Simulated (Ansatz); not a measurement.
in.yaml

```yaml
crystal:
  periodic: [false, false, false]
  atoms:
    - {symbol: Si, position_ang: [0.000000, 0.030650, 0.526970]}
    - {symbol: C, position_ang: [0.000000, -0.131335, -1.333717]}
    - {symbol: H, position_ang: [0.000000, 1.348427, 1.227799]}
    - {symbol: H, position_ang: [1.215343, -0.735078, 0.927610]}
    - {symbol: H, position_ang: [-1.215343, -0.735078, 0.927610]}
    - {symbol: H, position_ang: [0.000000, 0.832681, -1.873946]}
basis:
  gaussian: {orbitals: cc-pVDZ}
total_charge: 1
magnetization: {spin_polarized: true, initial_magnetization: 1}
hamiltonian: {xc: {name: r2SCAN0}}
```

```sh
$ ansatz run in.yaml --threads 1 --pin off --events-out ev --progress --plain --max-ram 2393MiB
```

Log:

```
488 factors; integrals over basis functions are off by at most 9.2e-4 eV
mean field evaluation 1: about -8962.9286 eV, gradient 1.2e1 eV
mean field evaluation 2: about -8963.2558 eV, gradient 1.1e1 eV
mean field evaluation 4: about -8964.0668 eV, gradient 8.9e-1 eV
mean field evaluation 8: about -8964.1705 eV, gradient 1.1e-1 eV
mean field evaluation 16: about -8964.1714 eV, gradient 4.0e-3 eV
mean field evaluation 32: about -8964.0670 eV, gradient 1.3e0 eV
mean field -8964.17142437 eV, -329.4272237118 hartree, gradient 2.2e-5 eV, S^2 0.767343; 4 other end points of the search recorded, 0 dependent functions left out
reference -8964.17143197 eV, -329.4272239912 hartree; 12, 11 occupied and 40, 41 virtual orbitals, 488 factors
Total energy: -8964.17143197 eV, -329.4272239912 hartree
```

Ran on 1 thread of Intel Xeon, shared host: 8.5 s wall, 0.21 GiB peak host memory.
